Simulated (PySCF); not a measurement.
## Stretching SiB

Set-up: Si def2-TZVPPD, B def2-TZVPPD; no relativity (PySCF 2.14). Energies in eV from Si + B in their ground configurations at the same level. State: ⁴Σ⁻ (quartet), unpaired electrons σ ↑, π ↑↑.

| R (Å) | PBE0 | MN15 | M06-2X |
| --- | --- | --- | --- |
| 1.643 | -2.656 | -2.733 | -2.742 |
| 1.719 | -3.161 | -3.199 | -3.226 |
| 1.795 | -3.439 | -3.446 | -3.482 |
| 1.853 | -3.536 | -3.526 | -3.563 |
| 1.910 | -3.560 | -3.540 | -3.573 |
| 1.967 | -3.529 | -3.502 | -3.528 |
| 2.044 | -3.425 | -3.396 | -3.406 |
| 2.139 | -3.228 | -3.206 | -3.191 |
| 2.254 | -2.940 | -2.932 | -2.889 |
| 2.407 | -2.528 | -2.545 | -2.468 |

Problem. Put a parabola through the three lowest points of the PBE0 curve and estimate Re, k and ωe (reduced mass 7.9 u; 1 eV/Å² = 0.16022 mdyn/Å; ωe = 1302.8·√(k/μ) cm⁻¹).

Solution. Through R = 1.853, 1.91, 1.967 Å the second-order coefficient is 8.46 eV/Å², so Re ≈ 1.906 Å, k ≈ 2.71 mdyn/Å and ωe ≈ 763 cm⁻¹. A polynomial fit of higher order to the unrounded PBE0 energies gives Re = 1.904 Å, k = 2.77 mdyn/Å, ωe = 772 cm⁻¹; anharmonicity and rounding make the difference.

The higher-order fit for each curve: PBE0: Re = 1.904 Å, ωe = 772 cm⁻¹, De = 3.56 eV; MN15: Re = 1.894 Å, ωe = 756 cm⁻¹, De = 3.54 eV; M06-2X: Re = 1.890 Å, ωe = 794 cm⁻¹, De = 3.58 eV.

The state is the lowest determinant that a PBE0 search found; another state may lie lower at other levels.
